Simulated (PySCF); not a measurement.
Curvature of the energy in the electron number along the third row

Calculated with PySCF 2.14, in aug-cc-pV(D+d)Z, non-relativistic: one orbital is emptied in steps, and each cell gives the departure of E from the straight line at half an electron, in eV (from a cubic fit). The exact functional gives zero.

```csv
species,orbital,LDA,PBE,r2SCAN,PBE0,BHandHLYP,LC-wPBE,wB97X,UHF
Al,3p alpha,-0.77,-0.76,-0.70,-0.55,-0.36,0.01,-0.04,0.08
Si,3p alpha,-0.94,-0.91,-0.84,-0.65,-0.41,-0.02,-0.08,0.13
P,3p alpha,-1.09,-1.06,-0.97,-0.75,-0.46,-0.07,-0.15,0.17
S,3p beta,-1.13,-1.08,-0.99,-0.76,-0.48,-0.06,-0.18,0.22
Cl,3p beta,-1.28,-1.23,-1.13,-0.85,-0.51,-0.13,-0.24,0.28
Ar,3p beta,-1.43,-1.38,-1.25,-0.95,-0.55,-0.22,-0.31,0.33
```

Problem. How does the mean departure depend on the functional?

Solution. LDA -1.11 eV; PBE -1.07 eV; r2SCAN -0.98 eV; PBE0 -0.75 eV; BHandHLYP -0.46 eV; LC-wPBE -0.08 eV; wB97X -0.17 eV; UHF 0.20 eV. Semilocal functionals are convex (delocalisation error), Hartree-Fock is concave or straight, and exact exchange removes curvature roughly in proportion to its share, so among the functionals the range-separated hybrids usually come closest to zero.
